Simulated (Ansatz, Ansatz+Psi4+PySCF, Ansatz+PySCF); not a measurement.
| atom | x (Å) | y (Å) | z (Å) |
| --- | --- | --- | --- |
| C | 0.0000 | 0.0000 | -0.8206 |
| N | 0.0000 | 0.0000 | -1.9892 |
| C | 0.0000 | 0.0000 | 0.5577 |
| H | 0.0000 | -0.9785 | 1.1261 |
| H | 0.0000 | 0.9785 | 1.1261 |

Basis set: cc-pVTZ (spherical functions). Left uncorrelated: 3 orbitals. Correlation on ROHF uses semicanonical orbitals with singles. Charge 0, multiplicity 2.

Computed with Ansatz (development build ahead of 0.2.0); each method stands on the lowest determinant of its kind that the runs found.

The atomization energy at this shape (free ground-state atoms in the same class of orbitals less the molecule, no zero-point energy) of doublet C2H2N:

```csv
method,atomization energy
ROHF-CCSD(T),2061.4 kJ/mol
UHF-MP2,2079.0 kJ/mol
```

Problem. What does ROHF-MP2 give?

Solution. 2125.7 kJ/mol. Caution for ROHF-MP2, UHF-MP2: forces differ strongly between restricted and unrestricted references. Caution for UHF-MP2: the unrestricted determinant is spin contaminated.
